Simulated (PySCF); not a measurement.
# ClH3Si: the cost of one run

Programs: PySCF 2.14.0, with density-fitted response routines of our own. Each step states its level of theory. These are calculated values for one molecule in the gas phase, unless marked as measured. Atoms are numbered from 0 throughout.

## (1) Starting geometry

5 atoms, charge 0, multiplicity 1; geometry from: GFN2-xTB.

Bonds of the start (Å): Si0–Cl1 2.01, Si0–H2 1.46, Si0–H3 1.46, Si0–H4 1.46.

## (2) Geometry optimisation at PBE0-D3(BJ)/def2-TZVP

What the job is given:

```
{"job": {"xc": "PBE0", "basis": "def2-TZVP", "d3": "d3bj", "grid": 2, "kind": "geom"}, "charge": 0, "multiplicity": 1}
Si    -1.048210    -0.046560    -0.036290
Cl     0.958460     0.042550     0.033190
H     -1.425330    -1.042870    -1.031330
H     -1.547130     1.273320    -0.409700
H     -1.532800    -0.427850     1.284620
```

**Question.** How long does this first job take on 4 threads of Arm Neoverse V2, shared host?

About 5.6 s.
